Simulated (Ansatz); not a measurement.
Results of r²SCAN in Ansatz (plane waves, PAW) for rock-salt HfN.

Settings: plane-wave cutoff 600 eV, 16×16×16 k mesh, Fermi–Dirac smearing 0.1 eV, finite displacements, force constants from a 4×4×4 q mesh, scalar-relativistic PAW data made under PBE.

Computed at the level's own relaxed cell.

```cif
data_Hf4N4
_chemical_formula_sum 'Hf4 N4'
_space_group_name_H-M_alt 'Fm-3m'
_space_group_IT_number 225
_space_group_name_Hall '-F 4 2 3'
_cell_length_a 4.52529
_cell_length_b 4.52529
_cell_length_c 4.52529
_cell_angle_alpha 90.000
_cell_angle_beta 90.000
_cell_angle_gamma 90.000
loop_
_atom_site_label
_atom_site_type_symbol
_atom_site_symmetry_multiplicity
_atom_site_Wyckoff_symbol
_atom_site_fract_x
_atom_site_fract_y
_atom_site_fract_z
_atom_site_occupancy
Hf1 Hf 4 a 0.00000 0.00000 0.00000 1
N1 N 4 b 0.50000 0.50000 0.50000 1
```
(The calculation used a cell of 2 atoms; values per cell refer to that cell.)

Harmonic phonon frequencies (cm⁻¹; i marks an imaginary mode):

| q point | frequencies |
|---|---|
| Γ | … |

### Question
Some entries are withheld; supply them.

### Answer

- Γ, frequencies: 0 0 0 492 492 492

Ansatz is a program for electronic structure.
